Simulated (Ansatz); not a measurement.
CsCl-type TlCl, treated with BLYP (Ansatz, an electronic-structure program, PAW).

Numerical settings: plane-wave cutoff 520 eV, 10×10×10 k mesh, Fermi–Dirac smearing 0.01 eV, scalar-relativistic PAW data made under PBE.

Cell (relaxed at this level):

```
TlCl
1.0
    4.01819     0.00000     0.00000
    0.00000     4.01819     0.00000
    0.00000     0.00000     4.01819
Tl Cl
1 1
Cartesian
  0.00000   0.00000   0.00000
  2.00909   2.00909   2.00909
```

Problem. Predict the bulk modulus, band gap, direct gap at Γ and pressure derivative B′ of the bulk modulus.

Solution. 
bulk modulus: 18.0 GPa
band gap: 2.45 eV
direct gap at Γ: 8.10 eV
pressure derivative B′ of the bulk modulus: 5.1

Note: the cell is over a tenth larger than the published one: the level's own overestimate first of all, though another phase or state, or a fault of the published cell, is possible.

Spin–orbit coupling is not included; with these elements it can move the gap by several tenths of an eV or more.

Computed values are for the static lattice.

Computing time: roughly 50 core-seconds.
